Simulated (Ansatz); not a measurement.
# One shape, several levels: triplet BH2ClO

Wanted: a comparison of 5 runs (UHF/3-21G, UB3LYP/6-31G*, UBHLYP/def2-SVPD, UCAM-B3LYP/def2-SVPD, RPA@PBE/def2-SVPD) of triplet BH2ClO. 

The calculation is run with Ansatz 0.2.0.

64 further runs of the same task are left out: 64 set aside as unsound or not needed.

## 1. The structure to begin with

BH2ClO has 5 atoms, charge 0, and is taken as a triplet. SMILES of the parent species: `OBCl`. The coordinates come from a PBE0-D4/def2-TZVP relaxation. This is one conformer, not always the lowest. That shape belongs to the parent species and isn't relaxed for this state.

Bond lengths: O1–B2 1.340 Å, B2–Cl3 1.766 Å, O1–H4 0.963 Å, B2–H5 1.189 Å. Angles: O1–B2–Cl3 121.0°, O1–B2–H5 119.8°, Cl3–B2–H5 119.2°, B2–O1–H4 113.9°.

## 2. The energy at UHF/3-21G (run 1)

input.yaml reads:

```yaml
basis:
  gaussian:
    orbitals: 3-21G.json
crystal:
  periodic: [false, false, false]
  atoms:
    - {symbol: O, position_ang: [-0.863300, -0.618600, -0.002900]}
    - {symbol: B, position_ang: [0.379000, -0.137200, 0.137900]}
    - {symbol: Cl, position_ang: [0.788600, 1.496000, -0.395300]}
    - {symbol: H, position_ang: [-1.477700, 0.001200, -0.409700]}
    - {symbol: H, position_ang: [1.223300, -0.815100, 0.628600]}
magnetization:
  spin_polarized: true
  initial_magnetization: 2
hamiltonian:
  xc: hf
accuracy: high
output:
  orbitals: {seedname: orbitals}
```

The basis set 3-21G is read from a file made from the Basis Set Exchange's data (not shown).

Launch:

```
$ ansatz run input.yaml --threads 1 --pin off --max-ram 3480MiB --events-out events.jsonl --progress --plain --runs-dir runs
```

Standard output:

```text
Warning: RAYON_NUM_THREADS=1 ignored (pool sized by the plan → 1); use --threads N
Functional definition: HF
  name "HF"
  exchange = exact_x
  correlation = 0
738 factors; integrals over basis functions are off by at most 8.2e-9 eV
mean field evaluation 1: about -15161.2089 eV, gradient 2.1e1 eV
mean field evaluation 2: about -15161.4825 eV, gradient 2.1e1 eV
mean field evaluation 4: about -15163.5738 eV, gradient 2.0e0 eV
mean field evaluation 8: about -15163.6415 eV, gradient 4.0e-1 eV
mean field evaluation 16: about -15163.6735 eV, gradient 1.7e-1 eV
mean field evaluation 32: about -15163.6835 eV, gradient 8.3e-5 eV
mean field evaluation 64: about -15163.1351 eV, gradient 5.9e0 eV
mean field evaluation 96: about -15163.6152 eV, gradient 2.0e-1 eV
mean field evaluation 128: about -15163.2023 eV, gradient 3.6e-1 eV
mean field evaluation 160: about -15163.5493 eV, gradient 4.2e-1 eV
mean field evaluation 192: about -15163.1928 eV, gradient 6.0e-1 eV
mean field evaluation 224: about -15163.3677 eV, gradient 2.2e0 eV
mean field evaluation 256: about -15160.7651 eV, gradient 2.3e1 eV
mean field evaluation 288: about -15163.3335 eV, gradient 4.9e-1 eV
mean field evaluation 320: about -15163.1880 eV, gradient 1.0e0 eV
mean field evaluation 352: about -15163.6834 eV, gradient 4.5e-2 eV
mean field evaluation 384: about -15163.6835 eV, gradient 8.2e-8 eV
mean field -15164.07019085 eV, -557.2693009379 hartree, gradient 1.8e-8 eV, S^2 2.018829; 5 other end points of the search recorded, 0 dependent functions left out
reference -15164.07019085 eV, -557.2693009379 hartree; 17, 15 occupied and 18, 20 virtual orbitals, 738 factors
Total energy: -15164.07019085 eV, -557.2693009379 hartree
```

It took 1.3 s on 1 thread of Arm Neoverse V2, shared host; peak memory 0.093 GiB.

## 3. A single-point energy at UB3LYP/6-31G(d) (Cartesian functions) (run 2)

run.yaml reads:

```yaml
crystal:
  periodic: [false, false, false]
  atoms:
    - {symbol: O, position_ang: [-0.863300, -0.618600, -0.002900]}
    - {symbol: B, position_ang: [0.379000, -0.137200, 0.137900]}
    - {symbol: Cl, position_ang: [0.788600, 1.496000, -0.395300]}
    - {symbol: H, position_ang: [-1.477700, 0.001200, -0.409700]}
    - {symbol: H, position_ang: [1.223300, -0.815100, 0.628600]}
basis:
  gaussian: {orbitals: "6-31G*"}
magnetization: {spin_polarized: true, initial_magnetization: 2}
output: {orbitals: {seedname: orbitals}}
hamiltonian: {xc: {name: B3LYP}}
accuracy: high
```

Launch:

```
$ ansatz run run.yaml --threads 1 --pin off --max-ram 3480MiB --events-out events.jsonl --progress --plain --runs-dir runs
```

Standard output, cut to the lines that bear on the results:

```text
Warning: RAYON_NUM_THREADS=1 ignored (pool sized by the plan → 1); use --threads N
Functional definition: B3LYP
  name "B3LYP"
[...]
1086 factors; integrals over basis functions are off by at most 3.6e-9 eV
[...]
mean field -15273.83158919 eV, -561.3029579278 hartree, gradient 2.3e-8 eV, S^2 2.003995; 11 other end points of the search recorded, 0 dependent functions left out
reference -15273.83161997 eV, -561.3029590590 hartree; 17, 15 occupied and 36, 38 virtual orbitals, 1086 factors
Total energy: -15273.83161997 eV, -561.3029590590 hartree
```

Wall time 18 s (1 thread of Arm Neoverse V2, shared host); peak memory 0.19 GiB.

Run 3 isn't shown in full; the table further down has it.

## 4. A single-point energy at UCAM-B3LYP/def2-SVPD (run 4)

run.yaml reads:

```yaml
crystal:
  periodic: [false, false, false]
  atoms:
    - symbol: O
      position_ang: [-0.863300, -0.618600, -0.002900]
    - symbol: B
      position_ang: [0.379000, -0.137200, 0.137900]
    - symbol: Cl
      position_ang: [0.788600, 1.496000, -0.395300]
    - symbol: H
      position_ang: [-1.477700, 0.001200, -0.409700]
    - symbol: H
      position_ang: [1.223300, -0.815100, 0.628600]
basis:
  gaussian:
    orbitals: def2-SVPD
magnetization:
  spin_polarized: true
  initial_magnetization: 2
hamiltonian:
  xc: {name: CAM-B3LYP}
accuracy: high
output: {orbitals: {seedname: orbitals}}
```

Launch:

```
$ ansatz run run.yaml --threads 1 --pin off --max-ram 3480MiB --events-out events.jsonl --progress --plain --runs-dir runs
```

Standard output, cut to the lines that bear on the results:

```text
Warning: RAYON_NUM_THREADS=1 ignored (pool sized by the plan → 1); use --threads N
Functional definition: CAM-B3LYP
  name "CAM-B3LYP"
[...]
1663 factors; integrals over basis functions are off by at most 3.7e-9 eV
447 factors; integrals over basis functions are off by at most 2.2e-9 eV
[...]
mean field -15267.73417907 eV, -561.0788822388 hartree, gradient 8.2e-8 eV, S^2 2.007089; 6 other end points of the search recorded, 0 dependent functions left out
reference -15267.73419551 eV, -561.0788828430 hartree; 17, 15 occupied and 69, 71 virtual orbitals, 1663 factors
Total energy: -15267.73419551 eV, -561.0788828430 hartree
```

It took 23 s on 1 thread of Arm Neoverse V2, shared host; peak memory 0.37 GiB.

## 5. The energy at RPA@PBE/def2-SVPD (run 5)

Edit run.yaml of step 4 so:

```diff
@@ -20,4 +20,6 @@
 hamiltonian:
-  xc: {name: CAM-B3LYP}
+  xc: {name: PBE}
+correlation:
+  method: rpa
+  frozen_orbitals: {B: 1, Cl: 5, H: 0, O: 1}
 accuracy: high
-output: {orbitals: {seedname: orbitals}}
```

Launch:

```
$ ansatz run run.yaml --threads 1 --pin off --max-ram 3480MiB --events-out events.jsonl --progress --plain --runs-dir runs
```

Standard output, cut to the lines that bear on the results:

```text
Warning: RAYON_NUM_THREADS=1 ignored (pool sized by the plan → 1); use --threads N
Functional definition: PBE
  name "PBE"
[...]
1663 factors; integrals over basis functions are off by at most 3.7e-9 eV
[...]
mean field -15260.52713655 eV, -560.8140283113 hartree, gradient 2.2e-8 eV, S^2 2.002751; 8 other end points of the search recorded, 0 dependent functions left out
7 core orbitals not correlated: weight in the atoms' cores, before any rotation towards them, 1.000 or more for the frozen orbitals, at most 0.000 for the correlated occupied ones
reference -15232.60397531 eV, -559.7878710629 hartree; 10, 8 occupied and 69, 71 virtual orbitals, 1663 factors
Total energy: -15252.21370481 eV, -560.5085153298 hartree
```

Run time: 22 s. Hardware: 1 thread of Arm Neoverse V2, shared host; peak memory 0.38 GiB.

## 6. The series

```
run                                level  Cartesian functions  frozen core orbitals  energy (Eh)  HOMO energy (eV)   ⟨S²⟩  wall time
  1                            UHF/3-21G                   no                     –  -557.269301             -6.09  2.019      1.3 s
  2  UB3LYP/6-31G* (Cartesian functions)                  yes                     –  -561.302959             -2.18  2.004       18 s
  3                     UBHLYP/def2-SVPD                   no                     –  -561.051525             -3.79  2.010       16 s
  4                 UCAM-B3LYP/def2-SVPD                   no                     –  -561.078883             -4.16  2.007       23 s
  5                    RPA@PBE/def2-SVPD                   no                     7  -560.508515                 –  2.003       22 s
```

## 7. What came out

| quantity | value |
| --- | --- |
| run 5: total energy | -560.50852 Eh |
| run 5: RPA correlation energy (valence) | -720.6 mEh |
| run 5: ⟨S²⟩ of the reference determinant | 2.003 |

In words: Totals of different functionals can't be ranked against each other. All runs together took 80 s, the longest 23 s.
